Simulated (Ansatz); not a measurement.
A geometry relaxed with PBE-D3(BJ)/def2-SVP (Ansatz, an electronic-structure program), charge 0, multiplicity 1:

```xyz
4

N      0.0029     0.0018     0.3208
H     -0.6225    -0.7032    -0.0973
H     -0.2987     0.8890    -0.1093
H      0.9183    -0.1876    -0.1142
```

**Question.** Write the SMILES of this molecule.

**Answer.** `N`
